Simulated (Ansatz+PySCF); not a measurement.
## singlet H2O: levels of theory in one basis

| atom | x (Å) | y (Å) | z (Å) |
| --- | --- | --- | --- |
| O | 0.0000 | 0.0000 | -0.1556 |
| H | 0.0000 | 0.9804 | 0.6222 |
| H | 0.0000 | -0.9804 | 0.6222 |

Basis set: 6-31G (spherical functions). Left uncorrelated: 1 orbital. Charge 0, multiplicity 1.

Computed with Ansatz (development build ahead of 0.2.0); each method stands on the lowest determinant of its kind that the runs found.

```
                            method  E − E(RHF) (eV)  <S²> of the determinant
                               RHF             0.00                     0.00
                          RHF-CCSD            -4.50                        –
                       RHF-CCSD(T)            -4.57                        –
full CI (lowest root of this spin)            -4.60                        –
```

Q: What does RHF-MP2 give on the same scale?

A: -4.25 eV.

At such a shape the full CI root can have another spatial symmetry than the determinants, so the rows needn't describe one state.

Q: Is a single determinant a sound starting point here?

A: Only with care. Unrestricted orbitals gain 0.00 eV and <S²> is 0.00 against 0.00 for a pure state, but bonds are stretched.

Caution for RHF-MP2, RHF-CCSD, RHF-CCSD(T): bonds are stretched, where a single reference can fail.
